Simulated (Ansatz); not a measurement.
The input, for Ansatz 0.2.0:

```yaml
crystal:
  periodic: [false, false, false]
  atoms:
    - {symbol: B, position_ang: [0.000000, 0.000000, 0.000000]}
    - {symbol: S, position_ang: [0.000000, 0.000000, 2.338000]}
basis:
  gaussian: {orbitals: 6-31G}
total_charge: 1
magnetization: {spin_polarized: false, initial_magnetization: 2}
correlation: {method: bccd_t, electrons: outside_noble_gas}
```

```sh
$ ansatz run in.yaml --threads 1 --pin off --events-out ev --progress --plain --max-ram 2393MiB
```

Log:

```
266 factors; integrals over basis functions are off by at most 1.9e-4 eV
mean field evaluation 1: about -11472.3938 eV, gradient 1.7e1 eV
mean field evaluation 2: about -11472.4225 eV, gradient 1.7e1 eV
mean field evaluation 4: about -11474.9165 eV, gradient 2.0e0 eV
mean field evaluation 8: about -11475.0714 eV, gradient 4.6e-1 eV
mean field evaluation 16: about -11475.0973 eV, gradient 2.4e-6 eV
mean field evaluation 32: about -11475.6671 eV, gradient 1.9e-6 eV
mean field evaluation 64: about -11475.0963 eV, gradient 1.1e-1 eV
mean field evaluation 96: about -11475.0973 eV, gradient 1.5e-3 eV
mean field evaluation 128: about -11475.0963 eV, gradient 1.1e-1 eV
mean field evaluation 160: about -11475.0973 eV, gradient 3.9e-5 eV
...
cycle   1  -2.47654526 eV  change    5.3e-4 eV  update   9.0e-3
cycle   2  -2.47099347 eV  change    5.6e-3 eV  update   3.5e-3
cycle   3  -2.46928179 eV  change    1.7e-3 eV  update   2.3e-3
cycle   4  -2.46864411 eV  change    6.4e-4 eV  update   1.0e-3
cycle   5  -2.46901167 eV  change   -3.7e-4 eV  update   4.1e-4
cycle   6  -2.46900063 eV  change    1.1e-5 eV  update   1.5e-4
cycle   7  -2.46892967 eV  change    7.1e-5 eV  update   7.6e-5
cycle   8  -2.46886243 eV  change    6.7e-5 eV  update   4.5e-5
cycle   9  -2.46883232 eV  change    3.0e-5 eV  update   2.3e-5
cycle  10  -2.46882965 eV  change    2.7e-6 eV  update   8.5e-6
perturbative correction -0.05220962 eV, -0.0019186681 hartree
Total energy: -11478.18809315 eV, -421.8156322279 hartree
```

For the same geometry and basis full CI lies 16.5 meV lower.

Ran on 1 thread of Intel Xeon Platinum 8259CL, shared host: 2.9 s wall, 0.15 GiB peak host memory.
